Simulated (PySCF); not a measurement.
Species: C2H3S (doublet state).
Bonds: C1–C2, C2–S3 (double). Hydrogens: H4, H5, H6 on C1.

As a line formula: `C[C]=S` [radical].

Level of theory: UKS B3LYP, pcH-1 on C H S, non-relativistic, mean-field spin-orbit, GIAO in PySCF 2.14.0. Geometry: GFN2-xTB; no solvent, vibrations or thermal averaging. The geometry wasn't refined by DFT: couplings that depend on bond lengths, twists or pyramidal angles can differ widely from those at the functional's own minimum.

Output of the driver script. The program numbers atoms from 0.

```
UKS, coarse grid
  cycle   1  E = -476.13136063  |g| = 1.88e-01
  cycle   2  E = -476.13189893  |g| = 1.73e-01
  cycle   3  E = -476.14416944  |g| = 7.54e-02
  cycle   4  E = -476.14604192  |g| = 4.23e-02
  cycle   5  E = -476.14706699  |g| = 7.15e-03
  cycle   6  E = -476.14710640  |g| = 2.77e-03
  cycle   7  E = -476.14711440  |g| = 8.44e-04
UKS, final grid
  cycle   1  E = -476.14711233  |g| = 5.39e-04
  cycle   2  E = -476.14711307  |g| = 6.20e-04
  cycle   3  E = -476.14711334  |g| = 3.50e-04
  cycle   4  E = -476.14711362  |g| = 2.30e-04
  cycle   5  E = -476.14711376  |g| = 2.94e-05
  cycle   6  E = -476.14711376  |g| = 1.84e-05
internal stability: stable
E = -476.14711376 Eh   <S^2> = 0.7546 (exact 0.7500)
g shifts (ppm)      1          2          3
  rmc          -185       -185       -185
  gc             37          3         -1
  oz_so      -33105       -661       6372
  total      -33253       -843       6186
hyperfine (MHz)  atom isotope    a_iso     a_fc   dipolar eigenvalues
    0   13C      64.72      64.72     -6.23     -5.13     11.36
    1   13C     282.17     282.17    -59.25    -51.61    110.86
    2   33S      12.70      12.70    -39.09    -32.25     71.33
    3    1H       0.79       0.79     -6.21     -4.38     10.59
    4    1H      85.22      85.22     -5.12     -1.45      6.57
    5    1H      20.04      20.04     -6.59     -4.87     11.46
```

**Question.** The SCF converged. Which of these numbers needs a check, and why?

**Answer.** The largest g shift is -0.033, past the limit of 0.03 at which the run flags a species of elements up to argon. The orbital-Zeeman/spin–orbit term is second order, a sum of spin–orbit matrix elements over excitation energies, so it grows and becomes less reliable as an excited state comes close; a shift of this size calls for a check with another method. The contact and dipolar couplings don't rest on that expansion, but they belong to the state that the SCF found, and a close-lying state with the spin in another orbital would have other couplings. The run left out the spin–orbit part of the hyperfine coupling.

**Question.** Where is the spin in this solution (atoms counted from 1)?

**Answer.** The largest Mulliken spin populations are on C2 (+0.64), S3 (+0.30) and H5 (+0.06). The unrestricted determinant has ⟨S²⟩ = 0.7546 (exact 0.7500), so spin contamination is small. 

**Question.** Average a_iso over equivalent nuclei, turn it into first-order splittings with g = 2.0023, and give the multiplets for abundant isotopes (0.05 mT or more).

**Answer.** 
| nuclei (from 1) | isotope | I | position | a_iso (MHz) | \|a\| (mT) | splits into |
| --- | --- | --- | --- | --- | --- | --- |
| H4/H5/H6 | 1H | 1/2 | 2 bonds from C2 | 35.4 | 1.26 | 1:3:3:1 quartet |

Class means assume fast exchange of nuclei equivalent by connectivity; if that motion is slow, each nucleus keeps its own coupling. The three 1H nuclei of mean +35.4 MHz run from 0.8 to 85.2 MHz in the frozen geometry.
